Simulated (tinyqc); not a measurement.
Extended Hueckel theory, for SiH4+, step by step. The parameters take no account of the charge, which enters only through the electron count. Computed by tinyqc, a small Python program that keeps every step (integrals from PySCF). Settings: charge = 1, K = 1.5, multiplicity = 2. Command: `OMP_NUM_THREADS=1 python tinyqc.py 26960 26961 out.jsonl` (the two numbers bound the seeds that draw the settings). One thread of a shared host (Intel(R) Xeon(R) Processor @ 2.60GHz), about 0.01 s of CPU time with the checks.

## Overlaps

Geometry (angstrom):
```
atom         x         y         z
Si     0.00000   0.00000   0.00000
H      0.87100   0.87100   0.87100
H      0.87100  -0.87100  -0.87100
H     -0.87100   0.87100  -0.87100
H     -0.87100  -0.87100   0.87100
```

Parameters chosen for this run:
```
element  shell  Slater exponent  H_ii (eV)
Si          3s          1.38300  -17.30000
Si          3p          1.38300   -9.20000
H           1s          1.30000  -13.60000
```

Slater orbitals, each expanded in six Gaussians scaled to its exponent.

overlap S, order 1Si 3s, 1Si 3px, 1Si 3py, 1Si 3pz, 2H 1s, 3H 1s, 4H 1s, 5H 1s:
```
[[1.00000, 0.00000, 0.00000, 0.00000, 0.40392, 0.40392, 0.40392, 0.40392],
 [0.00000, 1.00000, 0.00000, 0.00000, 0.29584, 0.29584, -0.29584, -0.29584],
 [0.00000, 0.00000, 1.00000, 0.00000, 0.29584, -0.29584, 0.29584, -0.29584],
 [0.00000, 0.00000, 0.00000, 1.00000, 0.29584, -0.29584, -0.29584, 0.29584],
 [0.40392, 0.29584, 0.29584, 0.29584, 1.00000, 0.04533, 0.04533, 0.04533],
 [0.40392, 0.29584, -0.29584, -0.29584, 0.04533, 1.00000, 0.04533, 0.04533],
 [0.40392, -0.29584, 0.29584, -0.29584, 0.04533, 0.04533, 1.00000, 0.04533],
 [0.40392, -0.29584, -0.29584, 0.29584, 0.04533, 0.04533, 0.04533, 1.00000]]
```

## Wolfsberg-Helmholz matrix

diagonal H_ii (eV): [-17.30000, -9.20000, -9.20000, -9.20000, -13.60000, -13.60000, -13.60000, -13.60000]

K = 1.50000

H_ij = K' S_ij (H_ii + H_jj)/2 for i != j (the diagonal keeps H_ii), with K' = 1.5.

H (eV), order 1Si 3s, 1Si 3px, 1Si 3py, 1Si 3pz, 2H 1s, 3H 1s, 4H 1s, 5H 1s:
```
[[-17.30000, 0.00000, 0.00000, 0.00000, -9.36087, -9.36087, -9.36087, -9.36087],
 [0.00000, -9.20000, 0.00000, 0.00000, -5.05890, -5.05890, 5.05890, 5.05890],
 [0.00000, 0.00000, -9.20000, 0.00000, -5.05890, 5.05890, -5.05890, 5.05890],
 [0.00000, 0.00000, 0.00000, -9.20000, -5.05890, 5.05890, 5.05890, -5.05890],
 [-9.36087, -5.05890, -5.05890, -5.05890, -13.60000, -0.92466, -0.92466, -0.92466],
 [-9.36087, -5.05890, 5.05890, 5.05890, -0.92466, -13.60000, -0.92466, -0.92466],
 [-9.36087, 5.05890, -5.05890, 5.05890, -0.92466, -0.92466, -13.60000, -0.92466],
 [-9.36087, 5.05890, 5.05890, -5.05890, -0.92466, -0.92466, -0.92466, -13.60000]]
```

## Orbitals

valence electrons = 7

Solve H C = S C e through S^(-1/2); fill by pairs from the bottom, a degenerate level sharing its electrons equally; each orbital has its largest coefficient positive (the first on a tie).

orbital energies (eV): [-19.19857, -14.00697, -14.00697, -14.00697, -1.68194, -1.68194, -1.68194, 7.24503]

occupations: [2.00000, 1.66667, 1.66667, 1.66667, 0.00000, 0.00000, 0.00000, 0.00000]

coefficients, order 1Si 3s, 1Si 3px, 1Si 3py, 1Si 3pz, 2H 1s, 3H 1s, 4H 1s, 5H 1s:
```
[[0.65209, 0.00000, 0.00000, 0.00000, 0.00000, 0.00000, 0.00000, 1.38741],
 [0.00000, -0.05639, 0.29795, 0.03939, 0.07341, -0.26976, 1.18634, 0.00000],
 [0.00000, 0.29982, 0.05854, -0.01353, 0.62053, 1.03059, 0.19594, 0.00000],
 [0.00000, -0.02072, 0.03612, -0.30294, 1.04648, -0.59218, -0.19941, 0.00000],
 [0.19270, 0.29249, 0.51562, -0.36388, -0.71715, -0.06949, -0.48741, -0.69287],
 [0.19270, -0.44061, 0.26698, 0.46734, 0.65665, 0.29180, -0.49026, -0.69287],
 [0.19270, 0.49503, -0.36187, 0.32836, 0.20576, -0.77983, 0.32593, -0.69287],
 [0.19270, -0.34691, -0.42073, -0.43181, -0.14527, 0.55752, 0.65174, -0.69287]]
```

sum of one-electron energies = -108.43200 eV

Within a degenerate level the vectors are fixed only up to a rotation; this is one choice.

## Mulliken analysis

P = C n C^T; charge = valence electrons (Si 4, H 1) minus the sum of (P S)_ii on the atom; overlap population = 2 sum P_ij S_ij between two atoms.

charges: [1.54940, -0.13735, -0.13735, -0.13735, -0.13735]

Overlap populations:
```
pair      value
2-1    0.566318
3-1    0.566318
3-2   -0.017634
4-1    0.566318
4-2   -0.017634
4-3   -0.017634
5-1    0.566318
5-2   -0.017634
5-3   -0.017634
5-4   -0.017634
```
